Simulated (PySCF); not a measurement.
thiophene (C4H4S), SMILES c1ccsc1. Atoms are numbered in the order given.

```xyz
9

C      0.0000     0.7121     1.2698
C      0.0000    -0.7121     1.2698
C      0.0000    -1.2349     0.0031
S      0.0000     0.0000    -1.1895
C      0.0000     1.2349     0.0031
H      0.0000     1.3256     2.1718
H      0.0000    -1.3256     2.1718
H      0.0000    -2.2830    -0.2933
H      0.0000     2.2830    -0.2933
```
Charge 0, spin multiplicity 1.

Geometry optimised at PBE0-D3(BJ)/def2-SVP.

Method: PBE0-D3(BJ)/def2-SVP (PySCF 2.14.0).

Frequencies are harmonic and unscaled.

Computed normal modes with their intensities:
```json
[
 {"mode": "1", "ν (cm⁻¹)": "467", "IR (km/mol)": "0.8", "moving atoms (share of kinetic energy)": "C 68 %, S 17 %, H 15 %"},
 {"mode": "2", "ν (cm⁻¹)": "586", "IR (km/mol)": "0.0", "moving atoms (share of kinetic energy)": "C 73 %, H 27 %"},
 {"mode": "3", "ν (cm⁻¹)": "625", "IR (km/mol)": "0.2", "moving atoms (share of kinetic energy)": "S 53 %, C 42 %"},
 {"mode": "4", "ν (cm⁻¹)": "699", "IR (km/mol)": "0.0", "moving atoms (share of kinetic energy)": "H 78 %, C 22 %"},
 {"mode": "5", "ν (cm⁻¹)": "730", "IR (km/mol)": "120.7", "moving atoms (share of kinetic energy)": "H 90 %, C 10 %"},
 {"mode": "6", "ν (cm⁻¹)": "774", "IR (km/mol)": "0.3", "moving atoms (share of kinetic energy)": "C 71 %, S 20 %, H 9 %"},
 {"mode": "7", "ν (cm⁻¹)": "866", "IR (km/mol)": "24.0", "moving atoms (share of kinetic energy)": "C 72 %, H 21 %"},
 {"mode": "8", "ν (cm⁻¹)": "887", "IR (km/mol)": "1.9", "moving atoms (share of kinetic energy)": "C 67 %, H 19 %, S 14 %"},
 {"mode": "9", "ν (cm⁻¹)": "895", "IR (km/mol)": "0.5", "moving atoms (share of kinetic energy)": "H 79 %, C 21 %"},
 {"mode": "10", "ν (cm⁻¹)": "938", "IR (km/mol)": "0.0", "moving atoms (share of kinetic energy)": "H 73 %, C 27 %"},
 {"mode": "11", "ν (cm⁻¹)": "1066", "IR (km/mol)": "2.3", "moving atoms (share of kinetic energy)": "H 54 %, C 46 %"},
 {"mode": "12", "ν (cm⁻¹)": "1088", "IR (km/mol)": "5.2", "moving atoms (share of kinetic energy)": "H 91 %, C 9 %"},
 {"mode": "13", "ν (cm⁻¹)": "1091", "IR (km/mol)": "6.1", "moving atoms (share of kinetic energy)": "H 87 %, C 12 %"},
 {"mode": "14", "ν (cm⁻¹)": "1267", "IR (km/mol)": "8.8", "moving atoms (share of kinetic energy)": "H 70 %, C 30 %"},
 {"mode": "15", "ν (cm⁻¹)": "1407", "IR (km/mol)": "0.0", "moving atoms (share of kinetic energy)": "C 64 %, H 35 %"},
 {"mode": "16", "ν (cm⁻¹)": "1492", "IR (km/mol)": "10.4", "moving atoms (share of kinetic energy)": "C 93 %"},
 {"mode": "17", "ν (cm⁻¹)": "1586", "IR (km/mol)": "0.0", "moving atoms (share of kinetic energy)": "C 88 %, H 12 %"},
 {"mode": "18", "ν (cm⁻¹)": "3235", "IR (km/mol)": "2.6", "moving atoms (share of kinetic energy)": "H 92 %, C 8 %"},
 {"mode": "19", "ν (cm⁻¹)": "3248", "IR (km/mol)": "0.6", "moving atoms (share of kinetic energy)": "H 91 %, C 9 %"},
 {"mode": "20", "ν (cm⁻¹)": "3277", "IR (km/mol)": "1.7", "moving atoms (share of kinetic energy)": "H 91 %, C 9 %"},
 {"mode": "21", "ν (cm⁻¹)": "3280", "IR (km/mol)": "1.0", "moving atoms (share of kinetic energy)": "H 91 %, C 9 %"}
]
```
